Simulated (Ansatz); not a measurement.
# NH₂O (quartet): wave-function methods side by side at distance O1–H3 along a hydrogen transfer = 1.201 Å, cc-pVTZ

One table from this session's results is given with a row withheld; the runs are named, their logs left out.

Computed with Ansatz 0.2.0, Gaussian basis. Level: cc-pVTZ, core rule «outside noble gas», up to 2 orbitals frozen.

Plan: UHF; CCSD(T) on ROHF; CCSD(T) on UHF; BCCD(T) on ROHF; CCSDT(Q) on ROHF; CCSDT(Q) on UHF; CASSCF and NEVPT2, 5 electrons in 5 orbitals; CASSCF and NEVPT2, 13 electrons in 10 orbitals.

3 further runs of the same task are left out: 3 that didn't finish.

**The system**

The geometry derives from fragments relaxed apart (PBE0/def2-TZVP) and kept rigid, so it is no stationary point. A hydrogen atom is moved between rigid fragments.

4 atoms, charge 0, spin multiplicity 4.

Atoms are counted from 1 here; the program's logs count them from 0.

Bond lengths: O1–H2 0.960 Å, O1–H3 1.201 Å, H3–N4 1.040 Å. Angles: H2–O1–H3 105.1°, O1–H3–N4 180.0°.

The first run:

in.yaml

```yaml
crystal:
  periodic: [false, false, false]
  atoms:
    - {symbol: O, position_ang: [-1.010189, -0.029165, 0.000000]}
    - {symbol: H, position_ang: [-1.259499, 0.897410, 0.000000]}
    - {symbol: H, position_ang: [0.190811, -0.029165, 0.000000]}
    - {symbol: N, position_ang: [1.230811, -0.029165, 0.000000]}
basis:
  gaussian: {orbitals: cc-pVTZ}
magnetization: {spin_polarized: true, initial_magnetization: 3}
hamiltonian: {xc: hf}
output: {orbitals: {seedname: orbitals}}
```

Started as:

```
$ ansatz run in.yaml --threads 1 --pin off --events-out ev --progress --plain --max-ram 8192MiB --backend cpu
```

Steps of the session up to this table: UHF; CCSD(T) on ROHF; CCSD(T) on UHF; BCCD(T) on ROHF; CCSDT(Q) on ROHF; CCSDT(Q) on UHF; CASSCF and NEVPT2, 5 electrons in 5 orbitals; CASSCF and NEVPT2, 13 electrons in 10 orbitals.

One table of the session follows, with a row left open; its other results are not shown here.

It belongs to the step «Misses and costs». 

| method | from UCCSDT(Q) (meV) |
| --- | --- |
| ROHF | ? |
| UHF | +11221.5 |
| RMP2 | +1115.0 |
| UMP2 | +1215.6 |
| RCCSD | +422.8 |
| UCCSD | +402.9 |
| RCCSD(T) | +50.3 |
| UCCSD(T) | +48.3 |
| BCCD(T) | +46.5 |
| RCCSDT | +25.4 |
| UCCSDT | +20.3 |
| RCCSDT(Q) | +4.6 |
| UCCSDT(Q) | 0 |
| CASSCF pair | +10871.0 |
| NEVPT2 pair | +1103.4 |
| CASSCF valence | +9811.0 |
| NEVPT2 valence | +1477.7 |

Q: Estimate the row for ROHF from the others.

As computed: from UCCSDT(Q) (meV): +11762.3. In the column «from UCCSDT(Q) (meV)» it is the highest.

Limits of these values: Restricted and unrestricted rows rest on different reference determinants; where their highest levels disagree by more than a few hundredths of an eV, they describe different states and don't form one ladder.
